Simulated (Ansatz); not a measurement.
System: C₂H₂N, charge 0, doublet. C2H2N (SMILES [CH2]C#N, doublet).
B3LYP-D3(BJ)/def2-TZVP minimum from Ansatz (an electronic-structure program):
```xyz
5

C     -0.0090    -0.1659    -1.1772
C      0.0014     0.0261     0.1854
N      0.0103     0.1888     1.3399
H      0.9204    -0.2159    -1.7250
H     -0.9467    -0.2673    -1.7035
```
Charge 0, spin multiplicity 2.

Quantity: atomisation energy (electronic, to ground-state atoms), in kcal/mol. Radicals and triplets start from unrestricted determinants; spin-orbit coupling is neglected. CBS(X,Y): correlation extrapolated as X^-3, Hartree-Fock from the larger set (Q,5: extrapolated as (X+1)exp(-9√X)). A bracket is a step between two methods taken in the basis named. The functionals are non-relativistic, so their misses hold any scalar relativity. Double hybrids freeze cores in their MP2 part. 'core' is core correlation in cc-pwCVTZ, 'X2C' scalar relativity in cc-pVTZ-DK, both at CCSD(T). For partners of very few electrons the exact lower level stands in for a higher one. The UHF reference of C2H2N ([CH2]C#N, doublet) is spin-contaminated (<S^2> up to 0.19 over the pure value in the sets run).

CCSD(T)/CBS(cc-pVQZ,cc-pV5Z) + [CCSDT(Q) - CCSD(T)]/cc-pVDZ + core + X2C (Ansatz) gives 512.6 kcal/mol.

### Question
What does PBE/def2-TZVPD (Ansatz) give here, and how do the other levels compare?

### Answer
PBE gives 537.1 kcal/mol, 24.5 kcal/mol above it. Differences of the others: r2SCAN/def2-TZVPD (Ansatz) 3.7; B3LYP/def2-TZVPD (Ansatz) 3.3; wB97M-V/def2-TZVPD (Ansatz) 1.5; B2PLYP/def2-TZVPD (Ansatz) -1.6; CCSD(T)/CBS(cc-pVQZ,cc-pV5Z) + core + X2C (Ansatz) -1.2 kcal/mol. Nearer than PBE: r2SCAN/def2-TZVPD, B3LYP/def2-TZVPD, wB97M-V/def2-TZVPD, B2PLYP/def2-TZVPD, CCSD(T)/CBS(cc-pVQZ,cc-pV5Z) + core + X2C.
